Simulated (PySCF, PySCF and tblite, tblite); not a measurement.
# C4H7F: conformers and averaged spectra, part 2 of 3

PySCF and tblite. Atoms count from 0.

### Step 11. Shieldings, conformer 2: PBE0/pcSseg-1

What the job is given:

```
{"job": {"xc": "PBE0", "basis": "pcSseg-1", "kind": "nmr", "pop": false}, "charge": 0, "multiplicity": 1}
C     -1.972091     0.433566    -0.011425
C     -0.682055     0.655462     0.239931
C      0.318195    -0.395999     0.603550
C      1.521852    -0.415796    -0.317309
F      2.186884     0.786386    -0.254690
H     -2.651316     1.248871    -0.274306
H     -2.401312    -0.572711     0.041795
H     -0.288520     1.676756     0.175134
H     -0.150037    -1.394238     0.595669
H      0.684972    -0.220350     1.630836
H      2.222764    -1.216790    -0.024775
H      1.211863    -0.585841    -1.363453
```

Output:

```text
coarse grid: 9776 points
cycle   1  E = -256.0499082708  dE =  3.793e-01  |g| = 4.908e-01  |ddm| = 2.853e+00
cycle   2  E = -256.0292450132  dE =  2.066e-02  |g| = 6.384e-01  |ddm| = 7.719e-01
cycle   3  E = -256.0961633518  dE = -6.692e-02  |g| = 5.918e-02  |ddm| = 4.375e-01
cycle   4  E = -256.0967369794  dE = -5.736e-04  |g| = 2.452e-02  |ddm| = 5.545e-02
cycle   5  E = -256.0968709763  dE = -1.340e-04  |g| = 4.834e-03  |ddm| = 2.154e-02
cycle   6  E = -256.0968742101  dE = -3.234e-06  |g| = 3.007e-03  |ddm| = 5.317e-03
final grid: 94040 points
cycle   7  E = -256.1340995914  dE = -2.139e-05  |g| = 9.060e-03  |ddm| = 2.071e-02
cycle   8  E = -256.1340725892  dE =  2.700e-05  |g| = 1.396e-02  |ddm| = 1.738e-02
cycle   9  E = -256.1341199170  dE = -4.733e-05  |g| = 1.585e-03  |ddm| = 1.062e-02
cycle  10  E = -256.1341205518  dE = -6.349e-07  |g| = 2.096e-04  |ddm| = 1.230e-03
cycle  11  E = -256.1341205594  dE = -7.560e-09  |g| = 1.158e-04  |ddm| = 2.174e-04
cycle  12  E = -256.1341205614  dE = -2.039e-09  |g| = 1.429e-05  |ddm| = 7.651e-05
cycle  13  E = -256.1341205615  dE = -3.678e-11  |g| = 3.216e-06  |ddm| = 1.466e-05
converged SCF energy = -256.1341205615

GIAO shielding tensors (ppm)
atom      isotropic    diamagn.    paramagn.     s11        s22        s33       span
  0 C       60.712     254.240    -193.527    -52.354     81.108    153.383    205.737
  1 C       39.531     256.089    -216.557    -88.532     42.507    164.620    253.152
  2 C      144.534     248.153    -103.618    130.945    146.421    156.237     25.292
  3 C       99.580     242.461    -142.881     65.282     82.392    151.066     85.784
  4 F      417.768     473.672     -55.904    375.990    420.953    456.361     80.371
  5 H       25.872      28.987      -3.115     23.125     24.910     29.580      6.455
  6 H       25.906      30.759      -4.853     22.603     25.477     29.640      7.038
  7 H       24.865      31.169      -6.304     22.553     23.312     28.731      6.178
  8 H       29.541      31.362      -1.820     26.051     28.921     33.652      7.601
  9 H       28.543      29.547      -1.004     25.332     27.319     32.976      7.645
 10 H       26.677      27.939      -1.263     22.333     26.974     30.722      8.389
 11 H       26.994      28.997      -2.003     22.849     27.279     30.854      8.006
```

It took 6.3 s on 1 thread of Arm Neoverse V1, shared host; peak memory 0.57 GiB.

In short: HOMO -7.57 eV, LUMO 0.20 eV; dipole 1.71 D.

### Step 12. Single-point energy, conformer 2: PBE0/def2-TZVP

Changed since step 11:

```diff
@@ -1,2 +1,2 @@
-{"job": {"xc": "PBE0", "basis": "pcSseg-1", "kind": "nmr", "pop": false}, "charge": 0, "multiplicity": 1}
+{"job": {"xc": "PBE0", "basis": "def2-TZVP", "kind": "sp"}, "charge": 0, "multiplicity": 1}
 C     -1.972091     0.433566    -0.011425
```

Output:

```text
coarse grid: 9776 points
cycle   1  E = -256.2162813603  dE =  3.747e-01  |g| = 5.139e-01  |ddm| = 2.399e+00
cycle   2  E = -256.1862134146  dE =  3.007e-02  |g| = 6.980e-01  |ddm| = 9.504e-01
cycle   3  E = -256.2664932089  dE = -8.028e-02  |g| = 6.917e-02  |ddm| = 5.899e-01
cycle   4  E = -256.2672235602  dE = -7.304e-04  |g| = 2.945e-02  |ddm| = 6.125e-02
cycle   5  E = -256.2674147929  dE = -1.912e-04  |g| = 4.358e-03  |ddm| = 2.324e-02
cycle   6  E = -256.2674178875  dE = -3.095e-06  |g| = 2.103e-03  |ddm| = 4.318e-03
final grid: 94040 points
cycle   7  E = -256.2618544819  dE = -5.674e-05  |g| = 8.034e-03  |ddm| = 5.094e-02
cycle   8  E = -256.2618395693  dE =  1.491e-05  |g| = 1.124e-02  |ddm| = 1.349e-02
cycle   9  E = -256.2618697713  dE = -3.020e-05  |g| = 1.701e-03  |ddm| = 7.840e-03
cycle  10  E = -256.2618704458  dE = -6.745e-07  |g| = 3.070e-04  |ddm| = 1.228e-03
cycle  11  E = -256.2618704668  dE = -2.100e-08  |g| = 1.161e-04  |ddm| = 2.685e-04
cycle  12  E = -256.2618704689  dE = -2.094e-09  |g| = 2.934e-05  |ddm| = 1.037e-04
cycle  13  E = -256.2618704690  dE = -1.414e-10  |g| = 4.231e-06  |ddm| = 2.739e-05
converged SCF energy = -256.2618704690
```

Wall time 6 s (1 thread of Arm Neoverse V1, shared host); peak memory 0.83 GiB.

Key values: HOMO -7.55 eV, LUMO 0.12 eV; dipole 1.62 D.

### Step 13. Shieldings, conformer 3: PBE0/pcSseg-1

What the job is given:

```
{"job": {"xc": "PBE0", "basis": "pcSseg-1", "kind": "nmr", "pop": false}, "charge": 0, "multiplicity": 1}
C      1.999343    -0.098620     0.081624
C      0.827119     0.210906    -0.471853
C     -0.453768    -0.528876    -0.248368
C     -1.562095     0.341870     0.307052
F     -1.221222     0.825660     1.543332
H      2.900903     0.483755    -0.125658
H      2.099730    -0.946548     0.767280
H      0.770364     1.075892    -1.146712
H     -0.288577    -1.380776     0.431054
H     -0.815462    -0.947548    -1.205713
H     -1.757861     1.200955    -0.360562
H     -2.497275    -0.237357     0.402498
```

Output:

```text
coarse grid: 9776 points
cycle   1  E = -256.0470207882  dE =  3.865e-01  |g| = 4.981e-01  |ddm| = 2.855e+00
cycle   2  E = -256.0235486762  dE =  2.347e-02  |g| = 6.554e-01  |ddm| = 8.201e-01
cycle   3  E = -256.0950333039  dE = -7.148e-02  |g| = 6.069e-02  |ddm| = 4.671e-01
cycle   4  E = -256.0956286146  dE = -5.953e-04  |g| = 2.713e-02  |ddm| = 5.952e-02
cycle   5  E = -256.0957902477  dE = -1.616e-04  |g| = 7.493e-03  |ddm| = 2.490e-02
cycle   6  E = -256.0958011752  dE = -1.093e-05  |g| = 3.416e-03  |ddm| = 7.326e-03
cycle   7  E = -256.0958040488  dE = -2.874e-06  |g| = 2.508e-04  |ddm| = 2.471e-03
final grid: 94040 points
cycle   8  E = -256.1330615633  dE = -2.699e-05  |g| = 7.089e-03  |ddm| = 1.962e-02
cycle   9  E = -256.1330575865  dE =  3.977e-06  |g| = 8.612e-03  |ddm| = 1.162e-02
cycle  10  E = -256.1330737602  dE = -1.617e-05  |g| = 1.074e-03  |ddm| = 6.131e-03
cycle  11  E = -256.1330739705  dE = -2.102e-07  |g| = 2.143e-04  |ddm| = 8.696e-04
cycle  12  E = -256.1330739787  dE = -8.278e-09  |g| = 1.087e-04  |ddm| = 2.131e-04
cycle  13  E = -256.1330739814  dE = -2.680e-09  |g| = 1.703e-05  |ddm| = 8.365e-05
cycle  14  E = -256.1330739815  dE = -6.230e-11  |g| = 2.911e-06  |ddm| = 1.648e-05
converged SCF energy = -256.1330739815

GIAO shielding tensors (ppm)
atom      isotropic    diamagn.    paramagn.     s11        s22        s33       span
  0 C       57.662     253.893    -196.230    -59.060     78.249    153.797    212.857
  1 C       39.723     256.282    -216.558    -80.460     49.004    150.625    231.085
  2 C      144.104     248.025    -103.921    133.460    143.769    155.081     21.621
  3 C      102.062     240.752    -138.690     69.096     84.183    152.908     83.811
  4 F      410.337     474.164     -63.827    370.183    412.610    448.217     78.034
  5 H       25.814      28.892      -3.078     22.816     25.010     29.616      6.800
  6 H       25.727      30.710      -4.983     22.307     25.366     29.507      7.200
  7 H       25.274      31.216      -5.941     23.375     24.849     27.599      4.223
  8 H       28.816      31.072      -2.256     25.708     28.535     32.205      6.497
  9 H       29.225      29.919      -0.695     25.585     27.573     34.515      8.930
 10 H       26.901      28.544      -1.643     23.021     26.666     31.016      7.995
 11 H       26.797      27.697      -0.900     22.866     26.681     30.846      7.980
```

It took 6.4 s on 1 thread of Arm Neoverse V1, shared host; peak memory 0.58 GiB.

Key values: HOMO -7.53 eV, LUMO 0.26 eV; dipole 1.85 D.

### Step 14. Single-point energy, conformer 3: PBE0/def2-TZVP

Changed since step 13:

```diff
@@ -1,2 +1,2 @@
-{"job": {"xc": "PBE0", "basis": "pcSseg-1", "kind": "nmr", "pop": false}, "charge": 0, "multiplicity": 1}
+{"job": {"xc": "PBE0", "basis": "def2-TZVP", "kind": "sp"}, "charge": 0, "multiplicity": 1}
 C      1.999343    -0.098620     0.081624
```

Output:

```text
coarse grid: 9776 points
cycle   1  E = -256.2139293742  dE =  3.814e-01  |g| = 5.198e-01  |ddm| = 2.401e+00
cycle   2  E = -256.1802434699  dE =  3.369e-02  |g| = 7.153e-01  |ddm| = 1.009e+00
cycle   3  E = -256.2657547953  dE = -8.551e-02  |g| = 6.987e-02  |ddm| = 6.338e-01
cycle   4  E = -256.2664950676  dE = -7.403e-04  |g| = 3.114e-02  |ddm| = 6.553e-02
cycle   5  E = -256.2667052038  dE = -2.101e-04  |g| = 6.992e-03  |ddm| = 2.656e-02
cycle   6  E = -256.2667134569  dE = -8.253e-06  |g| = 3.703e-03  |ddm| = 6.563e-03
cycle   7  E = -256.2667167946  dE = -3.338e-06  |g| = 3.349e-04  |ddm| = 2.280e-03
final grid: 94040 points
cycle   8  E = -256.2612311196  dE = -5.823e-05  |g| = 6.886e-03  |ddm| = 4.834e-02
cycle   9  E = -256.2612282965  dE =  2.823e-06  |g| = 7.862e-03  |ddm| = 1.118e-02
cycle  10  E = -256.2612423442  dE = -1.405e-05  |g| = 1.050e-03  |ddm| = 5.682e-03
cycle  11  E = -256.2612425026  dE = -1.584e-07  |g| = 3.382e-04  |ddm| = 9.572e-04
cycle  12  E = -256.2612425239  dE = -2.131e-08  |g| = 8.839e-05  |ddm| = 2.670e-04
cycle  13  E = -256.2612425255  dE = -1.622e-09  |g| = 3.527e-05  |ddm| = 7.540e-05
cycle  14  E = -256.2612425258  dE = -2.864e-10  |g| = 4.549e-06  |ddm| = 2.869e-05
converged SCF energy = -256.2612425258
```

Run time: 6.2 s. Hardware: 1 thread of Arm Neoverse V1, shared host; peak memory 0.84 GiB.

In short: HOMO -7.52 eV, LUMO 0.18 eV; dipole 1.79 D.

### Step 15. Shieldings, conformer 4: PBE0/pcSseg-1

What the job is given:

```
{"job": {"xc": "PBE0", "basis": "pcSseg-1", "kind": "nmr", "pop": false}, "charge": 0, "multiplicity": 1}
C      1.738705     0.224690     0.096091
C      0.846981    -0.765263     0.018702
C     -0.635961    -0.631045    -0.119888
C     -1.161870     0.783630    -0.170783
F     -2.528779     0.762437    -0.300188
H      2.805966     0.011977     0.196296
H      1.454928     1.280620     0.064826
H      1.213838    -1.798307     0.058047
H     -1.130217    -1.159074     0.715084
H     -0.967077    -1.161238    -1.030769
H     -0.904942     1.334624     0.750725
H     -0.736368     1.333136    -1.028656
```

Output:

```text
coarse grid: 9776 points
cycle   1  E = -256.0512548088  dE =  3.892e-01  |g| = 4.827e-01  |ddm| = 2.889e+00
cycle   2  E = -256.0350949358  dE =  1.616e-02  |g| = 6.122e-01  |ddm| = 7.870e-01
cycle   3  E = -256.0954645555  dE = -6.037e-02  |g| = 5.913e-02  |ddm| = 4.462e-01
cycle   4  E = -256.0960264142  dE = -5.619e-04  |g| = 2.594e-02  |ddm| = 5.762e-02
cycle   5  E = -256.0961779335  dE = -1.515e-04  |g| = 5.808e-03  |ddm| = 2.373e-02
cycle   6  E = -256.0961835753  dE = -5.642e-06  |g| = 3.253e-03  |ddm| = 6.129e-03
cycle   7  E = -256.0961862068  dE = -2.632e-06  |g| = 2.125e-04  |ddm| = 2.463e-03
final grid: 94040 points
cycle   8  E = -256.1324197531  dE = -2.885e-05  |g| = 7.275e-03  |ddm| = 2.161e-02
cycle   9  E = -256.1324149068  dE =  4.846e-06  |g| = 9.034e-03  |ddm| = 1.184e-02
cycle  10  E = -256.1324325827  dE = -1.768e-05  |g| = 1.074e-03  |ddm| = 6.369e-03
cycle  11  E = -256.1324327686  dE = -1.859e-07  |g| = 1.729e-04  |ddm| = 8.752e-04
cycle  12  E = -256.1324327727  dE = -4.052e-09  |g| = 8.432e-05  |ddm| = 1.661e-04
cycle  13  E = -256.1324327744  dE = -1.678e-09  |g| = 2.498e-05  |ddm| = 8.278e-05
cycle  14  E = -256.1324327745  dE = -1.507e-10  |g| = 2.726e-06  |ddm| = 1.936e-05
converged SCF energy = -256.1324327745

GIAO shielding tensors (ppm)
atom      isotropic    diamagn.    paramagn.     s11        s22        s33       span
  0 C       64.668     255.539    -190.871    -48.972     76.800    166.175    215.147
  1 C       41.079     256.395    -215.316    -82.254     46.850    158.641    240.895
  2 C      149.322     248.108     -98.786    139.437    140.406    168.121     28.684
  3 C      102.359     244.778    -142.419     65.652     80.658    160.767     95.115
  4 F      429.769     469.917     -40.148    391.190    437.870    460.247     69.057
  5 H       26.009      28.836      -2.827     23.629     25.046     29.351      5.723
  6 H       26.384      31.891      -5.507     23.511     24.791     30.851      7.340
  7 H       25.169      30.233      -5.065     23.289     24.737     27.480      4.192
  8 H       28.853      29.703      -0.850     25.386     27.919     33.253      7.867
  9 H       28.850      29.551      -0.701     25.391     27.910     33.250      7.859
 10 H       26.622      29.848      -3.226     22.358     27.448     30.060      7.703
 11 H       26.616      29.742      -3.126     22.332     27.445     30.071      7.739
```

Wall time 6.4 s (1 thread of Arm Neoverse V1, shared host); peak memory 0.59 GiB.

In short: HOMO -7.69 eV, LUMO 0.20 eV; dipole 1.58 D.

### Step 16. Single-point energy, conformer 4: PBE0/def2-TZVP

Changed since step 15:

```diff
@@ -1,2 +1,2 @@
-{"job": {"xc": "PBE0", "basis": "pcSseg-1", "kind": "nmr", "pop": false}, "charge": 0, "multiplicity": 1}
+{"job": {"xc": "PBE0", "basis": "def2-TZVP", "kind": "sp"}, "charge": 0, "multiplicity": 1}
 C      1.738705     0.224690     0.096091
```

Output:

```text
coarse grid: 9776 points
cycle   1  E = -256.2180291460  dE =  3.842e-01  |g| = 5.051e-01  |ddm| = 2.465e+00
cycle   2  E = -256.1940515828  dE =  2.398e-02  |g| = 6.675e-01  |ddm| = 1.248e+00
cycle   3  E = -256.2660104009  dE = -7.196e-02  |g| = 6.847e-02  |ddm| = 8.179e-01
cycle   4  E = -256.2667023359  dE = -6.919e-04  |g| = 3.089e-02  |ddm| = 6.065e-02
cycle   5  E = -256.2669159436  dE = -2.136e-04  |g| = 5.225e-03  |ddm| = 2.435e-02
cycle   6  E = -256.2669197822  dE = -3.839e-06  |g| = 3.229e-03  |ddm| = 4.739e-03
cycle   7  E = -256.2669223237  dE = -2.541e-06  |g| = 2.794e-04  |ddm| = 2.113e-03
final grid: 94040 points
cycle   8  E = -256.2606774455  dE = -6.791e-05  |g| = 7.057e-03  |ddm| = 7.982e-02
cycle   9  E = -256.2606739089  dE =  3.537e-06  |g| = 8.246e-03  |ddm| = 1.115e-02
cycle  10  E = -256.2606891797  dE = -1.527e-05  |g| = 1.152e-03  |ddm| = 5.450e-03
cycle  11  E = -256.2606893666  dE = -1.869e-07  |g| = 3.186e-04  |ddm| = 1.553e-03
cycle  12  E = -256.2606893823  dE = -1.570e-08  |g| = 6.113e-05  |ddm| = 3.035e-04
cycle  13  E = -256.2606893829  dE = -5.926e-10  |g| = 3.884e-05  |ddm| = 7.225e-05
cycle  14  E = -256.2606893833  dE = -3.810e-10  |g| = 4.741e-06  |ddm| = 2.935e-05
converged SCF energy = -256.2606893833
```

It took 6.2 s on 1 thread of Arm Neoverse V1, shared host; peak memory 0.83 GiB.

Key values: HOMO -7.65 eV, LUMO 0.14 eV; dipole 1.52 D.

### Step 17. Shieldings, conformer 5: PBE0/pcSseg-1

What the job is given:

```
{"job": {"xc": "PBE0", "basis": "pcSseg-1", "kind": "nmr", "pop": false}, "charge": 0, "multiplicity": 1}
C     -1.472697     0.363419    -1.043281
C     -1.047226    -0.470426    -0.093367
C      0.326970    -0.509390     0.504955
C      1.385174     0.307189    -0.197679
F      1.121713     1.654080    -0.101138
H     -2.496789     0.308383    -1.421022
H     -0.827162     1.139425    -1.461873
H     -1.751270    -1.206611     0.313412
H      0.677676    -1.556628     0.535706
H      0.276275    -0.191888     1.562862
H      2.374657     0.120263     0.252846
H      1.433878     0.041495    -1.268516
```

Output:

```text
coarse grid: 9776 points
cycle   1  E = -256.0476978256  dE =  3.884e-01  |g| = 4.931e-01  |ddm| = 2.886e+00
cycle   2  E = -256.0254681040  dE =  2.223e-02  |g| = 6.458e-01  |ddm| = 8.074e-01
cycle   3  E = -256.0948465316  dE = -6.938e-02  |g| = 6.079e-02  |ddm| = 4.646e-01
cycle   4  E = -256.0954306667  dE = -5.841e-04  |g| = 2.698e-02  |ddm| = 5.841e-02
cycle   5  E = -256.0955925383  dE = -1.619e-04  |g| = 6.392e-03  |ddm| = 2.420e-02
cycle   6  E = -256.0955994492  dE = -6.911e-06  |g| = 3.511e-03  |ddm| = 6.704e-03
cycle   7  E = -256.0956024862  dE = -3.037e-06  |g| = 1.971e-04  |ddm| = 2.626e-03
final grid: 94040 points
cycle   8  E = -256.1329634796  dE = -3.045e-05  |g| = 6.907e-03  |ddm| = 2.298e-02
cycle   9  E = -256.1329594463  dE =  4.033e-06  |g| = 8.441e-03  |ddm| = 1.128e-02
cycle  10  E = -256.1329752716  dE = -1.583e-05  |g| = 9.764e-04  |ddm| = 5.897e-03
cycle  11  E = -256.1329754245  dE = -1.529e-07  |g| = 2.272e-04  |ddm| = 7.970e-04
cycle  12  E = -256.1329754334  dE = -8.877e-09  |g| = 8.289e-05  |ddm| = 2.136e-04
cycle  13  E = -256.1329754350  dE = -1.539e-09  |g| = 2.954e-05  |ddm| = 8.191e-05
cycle  14  E = -256.1329754352  dE = -2.024e-10  |g| = 2.185e-06  |ddm| = 2.376e-05
converged SCF energy = -256.1329754352

GIAO shielding tensors (ppm)
atom      isotropic    diamagn.    paramagn.     s11        s22        s33       span
  0 C       60.443     255.165    -194.723    -55.853     71.356    165.825    221.677
  1 C       40.718     255.357    -214.639    -81.871     47.703    156.322    238.193
  2 C      148.856     249.067    -100.211    134.179    151.938    160.453     26.274
  3 C      102.240     242.036    -139.797     64.454     84.058    158.206     93.752
  4 F      416.740     474.304     -57.563    371.658    419.200    459.364     87.706
  5 H       25.751      28.722      -2.970     23.286     25.025     28.944      5.658
  6 H       25.510      31.311      -5.801     22.739     24.071     29.721      6.983
  7 H       25.178      30.332      -5.154     23.206     24.845     27.483      4.277
  8 H       29.525      30.106      -0.582     25.312     28.156     35.105      9.793
  9 H       28.588      29.708      -1.120     25.084     27.270     33.410      8.326
 10 H       26.636      27.723      -1.087     21.963     26.858     31.087      9.124
 11 H       26.550      29.387      -2.837     23.221     26.203     30.225      7.004
```

It took 6.5 s on 1 thread of Arm Neoverse V1, shared host; peak memory 0.59 GiB.

Key values: HOMO -7.48 eV, LUMO 0.39 eV; dipole 1.90 D.

### Step 18. Single-point energy, conformer 5: PBE0/def2-TZVP

Changed since step 17:

```diff
@@ -1,2 +1,2 @@
-{"job": {"xc": "PBE0", "basis": "pcSseg-1", "kind": "nmr", "pop": false}, "charge": 0, "multiplicity": 1}
+{"job": {"xc": "PBE0", "basis": "def2-TZVP", "kind": "sp"}, "charge": 0, "multiplicity": 1}
 C     -1.472697     0.363419    -1.043281
```

Output:

```text
coarse grid: 9776 points
cycle   1  E = -256.2133208841  dE =  3.839e-01  |g| = 5.170e-01  |ddm| = 2.397e+00
cycle   2  E = -256.1810024998  dE =  3.232e-02  |g| = 7.069e-01  |ddm| = 9.349e-01
cycle   3  E = -256.2645913897  dE = -8.359e-02  |g| = 6.959e-02  |ddm| = 5.823e-01
cycle   4  E = -256.2653052447  dE = -7.139e-04  |g| = 3.158e-02  |ddm| = 6.238e-02
cycle   5  E = -256.2655233740  dE = -2.181e-04  |g| = 6.175e-03  |ddm| = 2.468e-02
cycle   6  E = -256.2655293233  dE = -5.949e-06  |g| = 3.456e-03  |ddm| = 5.996e-03
cycle   7  E = -256.2655322190  dE = -2.896e-06  |g| = 3.254e-04  |ddm| = 2.261e-03
final grid: 94040 points
cycle   8  E = -256.2603039387  dE = -6.471e-05  |g| = 6.850e-03  |ddm| = 5.685e-02
cycle   9  E = -256.2603008006  dE =  3.138e-06  |g| = 7.909e-03  |ddm| = 1.065e-02
cycle  10  E = -256.2603151088  dE = -1.431e-05  |g| = 9.833e-04  |ddm| = 5.435e-03
cycle  11  E = -256.2603152323  dE = -1.235e-07  |g| = 3.423e-04  |ddm| = 8.490e-04
cycle  12  E = -256.2603152509  dE = -1.863e-08  |g| = 6.112e-05  |ddm| = 2.834e-04
cycle  13  E = -256.2603152516  dE = -6.552e-10  |g| = 3.307e-05  |ddm| = 7.622e-05
cycle  14  E = -256.2603152519  dE = -2.755e-10  |g| = 5.391e-06  |ddm| = 2.312e-05
converged SCF energy = -256.2603152519
```

Run time: 6.4 s. Hardware: 1 thread of Arm Neoverse V1, shared host; peak memory 0.85 GiB.

This run: HOMO -7.46 eV, LUMO 0.29 eV; dipole 1.84 D.

(Part 2 of 3 ends here.)
